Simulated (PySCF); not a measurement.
Process, species as SMILES: C=CC → [CH-]=CC + H+
B3LYP-D3(BJ)/def2-TZVP geometries, fixed; electronic energies without zero-point terms.

Effect of the SCF energy threshold at PBE0/def2-SVP with PySCF, against the last row, where the deprotonation energy is 427.12 kcal/mol. The proton leaves the site shown, which need not be the most acidic.

```csv
setting,"SCF cycles, largest species",largest shift of a total energy (mEh),shift of the deprotonation energy (kcal/mol)
conv_tol: 1e-4,5,0.005,0.000
conv_tol: 1e-5,6,0.000,0.000
conv_tol: 1e-6,7,0.000,0.000
conv_tol: 1e-7,7,0.000,0.000
conv_tol: 1e-11,10,0.000,0.000
```

Within 0.02 kcal/mol in the deprotonation energy: conv_tol: 1e-4; conv_tol: 1e-5; conv_tol: 1e-6; conv_tol: 1e-7. The largest shift is 0.005 mEh in a total energy and 0.000 kcal/mol in the difference.
